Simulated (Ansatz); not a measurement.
## Ansatz (development build ahead of 0.2.0) run

```yaml
crystal:
  periodic: [false, false, false]
  atoms:
    - { symbol: "N", position_ang: [-0.01027, -0.0549, 0.1702] }
    - { symbol: H, position_ang: [0.96642, 0.03328, -0.347] }
    - { symbol: H, position_ang: [-0.44927, 0.84018, -0.17322] }
    - { symbol: H, position_ang: [-0.48522, -0.84133, -0.19551] }
basis:
  gaussian: { orbitals: aug-cc-pVDZ }
hamiltonian:
  xc: hf
correlation:
  method: mp2
  frozen_orbitals: { H: 0, "N": 1 }
```

The input is written out in the form of the current development build from the run's settings.

Output:

```
Converged                       : yes
Reference energy                : -56.19386 hartree
Correlation energy              : -0.20260 hartree
Total energy                    : -56.39645 hartree
Spin squared of the determinant : 0.000
```
